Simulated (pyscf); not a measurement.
Single points on ωB97X-D3(BJ)/def2-SVP structures (PySCF, gas phase).

### Question
For O=Cr(=O)(Cl)–Cl + HCl -> O=Cr(OH)(Cl)(Cl)–Cl, an addition across a multiple bond or ene-type step (singlet surface; Cl–H broken, Cl–Cr, H–O formed), PBE/def2-TZVP gives ΔE‡ = 21.7 kcal/mol and ΔE = +14.7 kcal/mol (zero: the separated reactants). In which direction and how far do r²SCAN/def2-TZVP, M06-2X/def2-TZVP, ωB97M-D3(BJ)/def2-TZVP move these?

### Answer
r²SCAN: ΔE‡ = 22.2 kcal/mol, ΔE = +14.3 kcal/mol; M06-2X: ΔE‡ = 31.0 kcal/mol, ΔE = +19.8 kcal/mol; ωB97M-D3(BJ): ΔE‡ = 33.2 kcal/mol, ΔE = +21.5 kcal/mol. PBE's barrier lies under all of them, by 0.5 to 11.5 kcal/mol. Its reaction energy lies among theirs. One saddle was located; it need not be the lowest between these sides.
